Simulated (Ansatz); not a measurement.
**[Br···H···H], doublet: transfer scan**

Starting geometry:

```yaml
atoms:
  - { symbol: Br, position_ang: [0.0000, 0.0000, -1.4079] }
  - { symbol: H, position_ang: [0.0000, 0.0000, 0.0127] }
  - { symbol: H, position_ang: [0.0000, 0.0000, 1.3951] }
```

From there H2 is moved from one fragment to the other while all else, the fragments' distance too, stays fixed, so the hump isn't the reaction's barrier; atoms are numbered as listed. Energies are in kJ/mol, counted from the starting geometry at the same level. Kohn–Sham curves are unrestricted where that lies lower.

Basis cc-pVDZ; Ansatz 0.2.0. Only valence electrons are correlated (noble-gas cores and the filled d shells of p-block atoms frozen). No spin–orbit coupling is included, and no scalar relativity.

Full CI is exact within this basis and frozen core; it isn't the basis-set limit.

```
distance Br1-H2 (Å)   PBE0
              1.321   23.0
              1.421    0.0
              1.512   -3.5
              1.603   -1.9
              1.694   -3.6
              1.785  -13.1
              1.876  -28.5
              1.967  -42.8
              2.058  -44.7
```

Problem. Estimate the full CI curve in cc-pVDZ from this one, knowing how PBE0 errs.

Solution. The computed full CI values, in kJ/mol from the starting point, and the error of PBE0 against them:
| distance Br1-H2 (Å) | full CI | PBE0 less full CI |
| --- | --- | --- |
| 1.321 | 19.3 | 3.7 |
| 1.421 | 0.0 | 0.0 |
| 1.512 | 0.4 | -3.9 |
| 1.603 | 5.2 | -7.0 |
| 1.694 | 4.0 | -7.6 |
| 1.785 | -8.7 | -4.4 |
| 1.876 | -30.3 | 1.8 |
| 1.967 | -51.7 | 9.0 |
| 2.058 | -60.4 | 15.7 |

The error spans 23.3 kJ/mol and is largest, 15.7 kJ/mol, at 2.058 Å.

In so small a basis the reference is far from its limit while semilocal and hybrid functionals are nearer theirs, so the functionals' errors here hold much of the reference's basis and frozen-core error, which can add to them or hide them.
